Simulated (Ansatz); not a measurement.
A single point on C2H6OS, SMILES `CC(O)S`.

```yaml
crystal:
  periodic: [false, false, false]
  atoms:
    - {symbol: C, position_ang: [-0.819980, 0.539128, -0.149375]}
    - {symbol: C, position_ang: [0.176269, -0.586198, 0.033895]}
    - {symbol: O, position_ang: [0.866868, -0.480656, 1.258536]}
    - {symbol: S, position_ang: [1.384908, -0.681308, -1.303240]}
    - {symbol: H, position_ang: [-1.348823, 0.441310, -1.097707]}
    - {symbol: H, position_ang: [-1.560422, 0.526807, 0.658119]}
    - {symbol: H, position_ang: [-0.307869, 1.503740, -0.129020]}
    - {symbol: H, position_ang: [-0.340199, -1.554152, -0.034986]}
    - {symbol: H, position_ang: [0.215926, -0.346004, 1.955023]}
    - {symbol: H, position_ang: [1.816521, 0.586134, -1.188244]}
basis:
  gaussian: {orbitals: def2-TZVPP}
hamiltonian: {xc: pbe}
correlation: {method: rpa}
```

```sh
$ ansatz run in.yaml --threads 2 --pin off --events-out ev --progress --plain --max-ram 4352MiB
```

Shortened log:

```
Functional definition: PBE
1289 factors; integrals over basis functions are off by at most 1.1e-3 eV
mean field evaluation 1: about -15034.9073 eV, gradient 7.4e1 eV
mean field evaluation 2: about -15034.8987 eV, gradient 7.4e1 eV
mean field evaluation 4: about -15044.7794 eV, gradient 2.7e1 eV
mean field evaluation 8: about -15046.4119 eV, gradient 3.8e-1 eV
mean field evaluation 16: about -15046.4114 eV, gradient 5.0e-4 eV
mean field -15046.41143122 eV, -552.9454212732 hartree, gradient 4.4e-6 eV, S^2 0.000000; 0 other end points of the search recorded, 0 dependent functions left out
8 core orbitals not correlated: weight in the atoms' cores, before any rotation towards them, 1.000 or more for the frozen orbitals, at most 0.000 for the correlated occupied ones
reference -15010.98047448 eV, -551.6433576291 hartree; 13, 13 occupied and 198, 198 virtual orbitals, 1289 factors
Total energy: -15045.39899000 eV, -552.9082147447 hartree
```

Hardware: 2 threads of an Intel Xeon 6975P-C on a shared host. Wall time 3.7 s, peak host memory 0.48 GiB.
